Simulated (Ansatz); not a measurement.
Two shapes of doublet NH3F2(+).

Shape 1:

```xyz
6

N     0.0000    0.0000    0.0000
H     0.9380    0.3810    0.0000
H    -0.4690    0.3810    0.8120
H    -0.4690    0.3810   -0.8120
F     0.0000    0.7060    3.0000
F     0.0000   -0.7060    3.0000
```

Shape 2:

```xyz
6

N     0.0000    0.0000    0.0000
H     0.9380    0.3810    0.0000
H    -0.4690    0.3810    0.8120
H    -0.4690    0.3810   -0.8120
F     0.0000    0.7060    4.0000
F     0.0000   -0.7060    4.0000
```

Basis set: cc-pVDZ (spherical functions). Left uncorrelated: 3 orbitals. Correlation on ROHF uses semicanonical orbitals with singles. Charge 1, multiplicity 2.

Computed with Ansatz (development build ahead of 0.2.0); the reference of a correlated method needn't be the lowest determinant of its kind.

**Question.** Which shape is lower in energy, and by how much in each method?

**Answer.**

```tsv
method	E(2) − E(1) (eV)
ROHF-CCSD	0.095
UHF-CCSD	0.095
ROHF-CCSD(T)	0.102
UHF-CCSD(T)	0.102
```

Shape 1 is lower. Caution: the reference determinant was not shown to be the lowest. Caution for UHF-CCSD, UHF-CCSD(T): the unrestricted determinant is spin contaminated.
